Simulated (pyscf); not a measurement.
Single points on ωB97X-D3(BJ)/def2-SVP structures (PySCF, gas phase).

Task: For HO–Si(SiH₃)(SiH₃)–Cl + silane (SiH₄) → HO–Si(SiH₃)(SiH₃)–SiH₃ + hydrogen chloride (HCl), a four-centre exchange (singlet surface; Cl–Si, H–Si broken, Si–Si, Cl–H formed), PBE/def2-TZVP gives ΔE‡ = 179.3 kJ/mol and ΔE = +96.9 kJ/mol (zero: the separated reactants). In which direction and how far do r²SCAN/def2-TZVP, B3LYP-D3(BJ)/def2-TZVP, ωB97M-D3(BJ)/def2-TZVP move these?

Result: r²SCAN: ΔE‡ = 190.5 kJ/mol, ΔE = +107.0 kJ/mol; B3LYP-D3(BJ): ΔE‡ = 198.5 kJ/mol, ΔE = +108.1 kJ/mol; ωB97M-D3(BJ): ΔE‡ = 209.9 kJ/mol, ΔE = +113.5 kJ/mol. PBE's barrier lies under all of them, by 11.2 to 30.6 kJ/mol. Its reaction energy lies under all of them, by 10.1 to 16.6 kJ/mol. At the saddle there is also a short H–Si contact that neither side keeps. One saddle was located; it need not be the lowest between these sides.
